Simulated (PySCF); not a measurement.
**Vibration and rotation of Mg2**

revPBE constants of Mg2, ¹Σg⁺ (singlet), closed shell (basis Mg def2-TZVPP; no relativity; PySCF 2.14; masses 23.9850 and 23.9850 u):

* ωe: 91.6 cm⁻¹
* ωexe: 2.11 cm⁻¹
* Be: 0.10978 cm⁻¹
* αe: 0.00258 cm⁻¹
* D (centrifugal): 6.3e-07 cm⁻¹
* De to Mg + Mg: 0.089 eV

Task: Estimate the standard entropy (1 bar) and heat capacity of the ideal gas at 500 K, rigid rotor with B0 and harmonic oscillator at the fundamental.

Result: Translation (Sackur–Tetrode, M = 47.97 u): 167.9 J/(mol K). Rotation: q = kT/(σB0) = 1600 with σ = 2, 69.7. Vibration: x = hcν0/kT = 0.251, 19.81. S° = 257.4 J/(mol K); Cp = 7R/2 + 8.27 = 37.4 J/(mol K).

Closed-shell solutions of metal pairs were not tested for spin polarisation, which can lower them a little. The bond is weak. Basis-set superposition, not corrected here, can be much of De in a small basis, most of all at correlated wavefunction levels. Functionals without a dispersion term scatter widely for such bonds, and LDA overbinds them.
